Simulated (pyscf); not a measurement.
Optimised with ωB97X-D3(BJ)/def2-SVP in PySCF.

Question: PBE/def2-TZVP puts the barrier of `[O]=[Al]` [doublet] + `[H][H]` -> `[OH][AlH]` [doublet] (addition across a multiple bond or ene-type step; doublet surface; H–H broken, Al–H, H–O formed) at 6.5 kcal/mol and the reaction energy at -41.9 kcal/mol, from the separated reactants. What do B3LYP-D3(BJ)/def2-TZVP, M06-2X/def2-TZVP, ωB97M-D3(BJ)/def2-TZVP give on the same structures?

Answer: B3LYP-D3(BJ): ΔE‡ = 8.9 kcal/mol, ΔE = -44.8 kcal/mol; M06-2X: ΔE‡ = 9.8 kcal/mol, ΔE = -50.1 kcal/mol; ωB97M-D3(BJ): ΔE‡ = 9.0 kcal/mol, ΔE = -47.0 kcal/mol. PBE's barrier lies under all of them, by 2.4 to 3.3 kcal/mol. Its reaction energy lies over all of them, by 2.9 to 8.2 kcal/mol. Low barriers are usual for a GGA, whose delocalisation error favours stretched bonds. On the product side the descent ends in a point that may be a rotor saddle (no frequency run), 1.2 kcal/mol over the lowest minimum found and 57.8 kcal/mol under the saddle at ωB97X-D3(BJ)/def2-TZVP. At the saddle there is also a short Al–H contact that neither side keeps. This is the saddle that the search found; another between the same sides may lie lower. The term symbol of open-shell O=Al was not checked; spin-orbit terms are left out.
